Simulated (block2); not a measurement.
**NS (Mononitrogen monosulfide) at DMRG/STO-6G**

Wanted: the energy of NS (Mononitrogen monosulfide). The job is set up through a Python script.

Program for the calculation: block2 0.5.4.

3 further runs of the same task are left out: 3 set aside as unsound or not needed. Runs told in other sessions of the task aren't counted.

### 1 The structure to begin with

NS: 2 atoms, total charge 0, spin state doublet. SMILES: `[N]=S`. The N1–S2 distance was set to 3.268 Å, away from the relaxed value.

### 2 The energy at DMRG/STO-6G

run_dmrg.py reads:

```python
import numpy as np
from pyscf import cc, dft, gto, lo, mcscf, mp, scf
from pyblock2._pyscf.ao2mo import integrals as itg
from pyblock2.driver.core import DMRGDriver, SymmetryTypes

mol = gto.M(atom="""
N      0.000000     0.000000    -1.794000
S      0.000000     0.000000     1.474400
""", basis="sto-6g", charge=0, spin=1, verbose=3)
print("basis functions          = %d" % (mol.nao))
mf = scf.ROHF(mol)
mf.conv_tol = 1e-10
mf.max_cycle = 200
mf.kernel()
if not mf.converged:
    mf = mf.newton().run(mf.mo_coeff, mf.mo_occ)
print("reference energy         = %.10f" % (mf.e_tot))
ref = scf.UHF(mol).run(mf.make_rdm1(), conv_tol=1e-10)
pt = mp.MP2(ref, frozen=6).run()
mycc = cc.CCSD(ref, frozen=6)
mycc.max_cycle = 150
mycc.kernel()
print("E(MP2)                   = %.10f" % (pt.e_tot))
if mycc.converged:
    print("E(CCSD)                  = %.10f" % (mycc.e_tot))
    print("E(CCSD(T))               = %.10f" % (mycc.e_tot + mycc.ccsd_t()))
ks = dft.UKS(mol, xc="m06l").set(conv_tol=1e-9, verbose=3).run(mf.make_rdm1())
if ks.converged:
    print(f"E(M06-L)                 = {ks.e_tot:.8f}")
ks = dft.UKS(mol, xc="tpssh").set(conv_tol=1e-9, verbose=3).run(mf.make_rdm1())
if ks.converged:
    print(f"E(TPSSh)                 = {ks.e_tot:.8f}")
ks = dft.UKS(mol, xc="camb3lyp").set(conv_tol=1e-9, verbose=3).run(mf.make_rdm1())
if ks.converged:
    print(f"E(CAM-B3LYP)             = {ks.e_tot:.8f}")
ks = dft.UKS(mol, xc="pbe0").set(conv_tol=1e-9, verbose=3).run(mf.make_rdm1())
if ks.converged:
    print(f"E(PBE0)                  = {ks.e_tot:.8f}")
ks = dft.UKS(mol, xc="wb97x").set(conv_tol=1e-9, verbose=3).run(mf.make_rdm1())
if ks.converged:
    print("E(wB97X)                 = %.8f" % (ks.e_tot))
mo = mf.mo_coeff.copy()
for a, b in ((6, 11), (12, 14)):
    if b - a > 1:
        mo[:, a:b] = lo.PM(mol, mo[:, a:b]).kernel()
mf.mo_coeff = mo
ncas, n_elec, spin, ecore, h1e, g2e, orb_sym = itg.get_rhf_integrals(mf, ncore=6, ncas=8, pg_symm=False, g2e_symm=1)
driver = DMRGDriver(scratch="./tmp", symm_type=SymmetryTypes.SU2, stack_mem=1500 << 20, n_threads=1)
idx = driver.orbital_reordering(h1e, g2e, method="gaopt")
print("orbital order:", idx.tolist())
h1e = h1e[np.ix_(idx, idx)]
g2e = g2e[np.ix_(idx, idx, idx, idx)]
orb_sym = np.array(orb_sym)[idx]
driver.initialize_system(n_sites=ncas, n_elec=n_elec, spin=spin, orb_sym=orb_sym)
mpo = driver.get_qc_mpo(h1e=h1e, g2e=g2e, ecore=ecore, iprint=0)
occs = np.array([1.9] * 5 + [1.0] * 1 + [0.1] * 2)[idx]
ket = driver.get_random_mps(tag="GS", bond_dim=75, nroots=1, occs=occs)
bond_dims = [75] * 3 + [100] * 2
noises = [0.0001] * 3 + [1e-05] * 2 + [0]
thrds = [1e-09] * 5
e = driver.dmrg(mpo, ket, n_sweeps=11, tol=1e-06, bond_dims=bond_dims, noises=noises, thrds=thrds, iprint=2)
ms, dws, es = driver.get_dmrg_results()
print("DW                       = %.3e" % (dws[-1]))
print(f"total energy             = {e:.10f}")
dm1 = driver.get_1pdm(ket)
print("natural occupations      =", np.round(np.linalg.eigvalsh(dm1)[::-1], 5).tolist())
c_act = mf.mo_coeff[:, 6:14][:, idx]
dm_ao = c_act @ dm1 @ c_act.T + 2 * mf.mo_coeff[:, :6] @ mf.mo_coeff[:, :6].T
print("dipole moment (debye)    =", np.round(scf.hf.dip_moment(mol, dm_ao, verbose=0), 4).tolist())
print(f"max block entropy        = {max(driver.get_bipartite_entanglement(ket)):.4f}")
csf, coef = driver.get_csf_coefficients(ket, cutoff=0.1, iprint=1)
print(f"leading coefficient squared = {np.max(np.abs(coef)) ** 2:.4f}")
ci = mcscf.CASCI(mf, 8, (6, 5))
ci.fix_spin_(ss=0.75)
ci.fcisolver.conv_tol = 1e-10
ci.fcisolver.max_cycle = 200
ci.kernel()
print(f"exact diagonalisation    = {ci.e_tot:.10f}")
```

Launch:

```bash
$ python run_dmrg.py
```

**Question.** What will come out? Wanted: total energy; dipole moment.

Computed results:

At DMRG/STO-6G, 6 core orbitals frozen:

| quantity | value |
| --- | --- |
| total energy | -450.37183 Eh |
| dipole moment (of the density that the program reports) | 0.00 D |
